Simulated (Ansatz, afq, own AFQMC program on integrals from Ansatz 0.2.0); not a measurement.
GeH3, doublet: a scan with AFQMC

```yaml
atoms:
  - { symbol: Ge, position_ang: [0.0000, 0.0000, -0.0187] }
  - { symbol: H, position_ang: [1.4650, 0.0169, 0.4526] }
  - { symbol: H, position_ang: [-0.7483, 1.2611, 0.4484] }
  - { symbol: H, position_ang: [-0.7191, -1.2778, 0.4488] }
```

All coordinates are scaled about the centre. Energies in kJ/mol count from this geometry (1.000) at the same level; the start stands on UHF, each point on the determinant named.

Basis 6-31G. Only valence electrons are correlated. Integrals, coupled cluster, full CI and functionals: Ansatz 0.2.0; the random walks run on the same integrals in our own AFQMC program. The CISD trial takes its coefficients from CCSD amplitudes. Released means that phaseless walkers are propagated on without the constraint, phases kept. ± is one standard error of the sampling. No spin–orbit coupling.

Cautions, each for one point or more: cluster runs in doubt by the program's own checks; inner d shell frozen; no relativity below Rb; no spin-orbit coupling; strong correlation; the ph-AFQMC/CISD walk drifts between its halves; unrestricted determinant spin contaminated.

```
scale of all distances  det.     T1  weight  ⟨S²⟩  CCSD(T)  ph-AFQMC/CISD  released AFQMC    FCI     PBE   B3LYP
                 0.863   UHF  0.008    0.96  0.75    169.5   169.7 ± 0.08    169.8 ± 0.02  169.9   152.5   146.8
                 1.124   UHF  0.011    0.93  0.75     43.4     42.9 ± 0.2     42.7 ± 0.06   42.7    46.5    53.7
                 1.282   UHF  0.032    0.88  0.79    190.1    188.8 ± 0.3               –  187.4   190.9   207.2
                 1.483   UHF  0.119    0.66  1.50    384.2    383.0 ± 0.4               –  375.2   390.2   412.4
                 1.721   UHF  0.116    0.61  2.15    545.1    544.1 ± 0.4               –  533.2  586.8§  601.2§
```

Weight is that of the determinant in the CISD state; at the start T1 is 0.009 and the weight 0.95, and ⟨S²⟩ is 0.75. A dash marks a missing value, a released energy that hasn't settled or a functional that sits on another state. § marks a functional whose ⟨S²⟩ is too high by over 0.1. Largest departures from full CI: CCSD(T) 12.0 kJ/mol at 1.721 (on UHF), ph-AFQMC/CISD 11.0 kJ/mol at 1.721 (on UHF), released AFQMC -0.1 kJ/mol at 1.124 (on UHF) (within the noise), PBE -17.4 kJ/mol at 0.863, B3LYP 37.2 kJ/mol at 1.483. Functionals count only at points shown to share the start's state and spin. In this small basis the wave-function levels are far from their limit, so their gap to the functionals isn't the functionals' error.

Some points may be missing: those where a free walk finds a much lower state, and past Zn most of those on another determinant than at the start.

A walk keeps the symmetry of its determinant, which the program's search chose and which needn't be the lowest solution, so a lower state of the same spin and another symmetry isn't excluded. Released energies are given only where the last usable release times agree within the noise; a slower fall can still hide under it.
